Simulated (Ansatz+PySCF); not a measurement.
doublet C2H5S: levels of theory in one basis

```json
{"atom": "C", "x (Å)": "-1.3692", "y (Å)": "0.4159", "z (Å)": "0.0204"}
{"atom": "S", "x (Å)": "0.0896", "y (Å)": "-0.5949", "z (Å)": "-0.0185"}
{"atom": "C", "x (Å)": "1.3343", "y (Å)": "0.5961", "z (Å)": "0.0423"}
{"atom": "H", "x (Å)": "-2.2252", "y (Å)": "-0.2571", "z (Å)": "-0.0254"}
{"atom": "H", "x (Å)": "-1.4060", "y (Å)": "0.9905", "z (Å)": "0.9458"}
{"atom": "H", "x (Å)": "-1.3921", "y (Å)": "1.0847", "z (Å)": "-0.8410"}
{"atom": "H", "x (Å)": "1.1426", "y (Å)": "1.6109", "z (Å)": "-0.2790"}
{"atom": "H", "x (Å)": "2.3474", "y (Å)": "0.2311", "z (Å)": "0.1275"}
```

Basis set: cc-pVTZ on H, C; cc-pV(T+d)Z on S (spherical functions). Left uncorrelated: 7 orbitals. Correlation on ROHF uses semicanonical orbitals with singles. Charge 0, multiplicity 2.

Computed with Ansatz (development build ahead of 0.2.0); each method stands on the lowest determinant of its kind that the runs found.

```json
{"method": "ROHF", "E − E(ROHF) (eV)": "0.00", "<S²> of the determinant": "0.75"}
{"method": "UHF", "E − E(ROHF) (eV)": "-0.17", "<S²> of the determinant": "0.77"}
{"method": "ROHF-MP2", "E − E(ROHF) (eV)": "-13.90", "<S²> of the determinant": "–"}
{"method": "UHF-MP2", "E − E(ROHF) (eV)": "-13.88", "<S²> of the determinant": "0.77"}
```
